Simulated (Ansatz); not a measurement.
C2H2F2 can be A, `F/C=C/F`, or B, `C=C(F)F`.

Program: Ansatz. Geometries: PBE0-D4/def2-TZVP. ΔE: electronic, gas phase. CCSD(T)/CBS adds triple-zeta CCSD(T) − MP2 to the extrapolated MP2 energy (def2 sets, frozen cores). Functionals use def2-TZVPP.

**Question.** Which is lower in electronic energy at CCSD(T)/CBS, and by how much? (Estimate.)

**Answer.** Computed: B, by 43.1 kJ/mol.

**Question.** Give E(B) − E(A) in kJ/mol with HF/def2-TZVPP, r2SCAN-D4, CCSD(T)/def2-SVP, ωB97M-V, PBE-D4, CCSD(T)/def2-TZVPP, BLYP-D4. (An estimate is asked.)

**Answer.** Ansatz gave: HF/def2-TZVPP -44.9, r2SCAN-D4 -50.5, CCSD(T)/def2-SVP -46.7, ωB97M-V -46.4, PBE-D4 -45.0, CCSD(T)/def2-TZVPP -44.5, BLYP-D4 -40.0. None reverses the order clearly.

**Question.** Does the order hold for the free energy at 298.15 K (harmonic terms from PBE0-D4)? (Best estimate.)

**Answer.** Ansatz gave: Yes: G(B) − G(A) = -43.0 kJ/mol.

Largest T1 diagnostic: 0.012.

Leaving LDA and LC-ωPBE aside and taking each functional with its dispersion term where it has one, the values, not all of them listed here, spread over 11.1 kJ/mol, from r2SCAN0-D4 to BLYP-D4. LDA lies −6.9 kJ/mol from PBE without D4. From BLYP to BHLYP (50 % exact exchange), in def2-TZVPP and without D4, E(B) − E(A) moves by −4.7 kJ/mol.
